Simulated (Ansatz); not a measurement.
Geometry optimisation, Ansatz 0.2.0, RHF/def2-SVP.

The input (input.yaml):

```yaml
crystal:
  periodic: [false, false, false]
  atoms:
    - { symbol: Si, position_ang: [0.105835, 0.216375, -1.217459] }
    - { symbol: O, position_ang: [0.777391, 0.098343, 1.562038] }
    - { symbol: Si, position_ang: [-0.147557, -0.465198, 2.82572] }
    - { symbol: H, position_ang: [-1.003667, -1.577139, 2.366074] }
    - { symbol: H, position_ang: [0.710401, -0.9429, 3.931972] }
    - { symbol: H, position_ang: [-0.970811, 0.670934, 3.271098] }
    - { symbol: H, position_ang: [1.33141, -0.50404, 1.04524] }
    - { symbol: H, position_ang: [-0.841296, 1.375797, -1.010888] }
    - { symbol: H, position_ang: [-0.920106, -0.852871, -0.897496] }
basis:
  gaussian: { orbitals: def2-SVP }
hamiltonian:
  xc: hf
relax:
  f_tol: 0.03
  max_steps: 50
```

Launched with:

```bash
$ ansatz run input.yaml --threads 1 --pin off --max-ram 2048MiB --backend cpu --events-out ev --progress --plain --runs-dir out
```

Question: Where does it end, and by what steps?

Answer: It converged. After 8 steps the energy has fallen by 0.451 eV; H8 moved furthest, 0.75 Å. Joined: Si1–O2 (2.86 → 2.10 Å).

| step | energy less start (eV) | largest force component (eV/Å) | accepted |
| --- | --- | --- | --- |
| 0 | 0.0000 | 1.216 | yes |
| 1 | -0.0845 | 1.653 | yes |
| 2 | -0.2269 | 1.594 | yes |
| 3 | -0.3581 | 0.914 | yes |
| 4 | -0.3994 | 0.716 | yes |
| 5 | -0.4452 | 0.263 | yes |
| 6 | -0.4489 | 0.101 | yes |
| 7 | -0.4500 | 0.080 | yes |
| 8 | -0.4507 | 0.017 | yes |

```xyz
9
Properties=species:S:1:pos:R:3
Si 0.084 0.175 -0.808
O 0.724 -0.232 1.145
Si -0.244 -0.470 2.528
H -1.067 -1.672 2.327
H 0.696 -0.660 3.652
H -1.065 0.733 2.712
H 1.659 -0.375 1.190
H -0.710 1.351 -0.273
H -1.035 -0.831 -0.598
```

Whether the end is a true minimum wasn't checked by a vibrational analysis.

The run took 8.6 s on 1 thread of Intel(R) Xeon(R) 6975P-C (Granite Rapids), on a shared host, peak memory 0.15 GiB.
